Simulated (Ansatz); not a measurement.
Born–Oppenheimer molecular dynamics of C$_{3}$HFS (6 atoms, charge 0, multiplicity 1). It starts from a relaxed structure.

Method: RKS revPBE-D4/6-31G* (Ansatz).

```json
{
  "ensemble": "NVT, Nosé–Hoover chain",
  "time step": "0.5 fs",
  "steps asked": "150",
  "set temperature": "1000 K",
  "thermostat": "time constant 3 fs, chain length 1",
  "seed": "400769"
}
```

First frame:

```xyz
6
Properties=species:S:1:pos:R:3
F 1.984 -0.921 -0.999
C 0.844 -0.214 -0.989
C -0.168 -0.623 -0.037
C -1.027 0.156 0.622
S 0.487 1.106 0.719
H -2.078 0.432 0.639
```

How far do the bonds stretch over the last three quarters of this one trajectory? (Pairs bonded in most of those frames.)


| bond | mean (Å) | spread (Å) | shortest | longest |
| --- | --- | --- | --- | --- |
| F1–C2 | 1.348 | 0.026 | 1.31 | 1.40 |
| C2–C3 | 1.453 | 0.025 | 1.41 | 1.49 |
| C3–C4 | 1.345 | 0.022 | 1.32 | 1.39 |
| C3–S5 | 2.014 | 0.054 | 1.95 | 2.12 |
| C4–S5 | 1.791 | 0.058 | 1.70 | 1.88 |
| C4–H6 | 1.099 | 0.063 | 0.98 | 1.22 |

Mean temperature of the second half: 991 K. The conserved energy stayed within 1.3 meV per atom of its start (net change 0.28 meV per atom), so the integration is sound. A run of 0.075 ps of so small a system gives no equilibrium averages. The orbitals stay closed-shell, which can raise the energy where a bond breaks towards radicals; this wasn't checked here.

Time of the run: 4.3 min on 1 thread of Arm Neoverse V2 (shared host), peak memory 0.14 GiB.
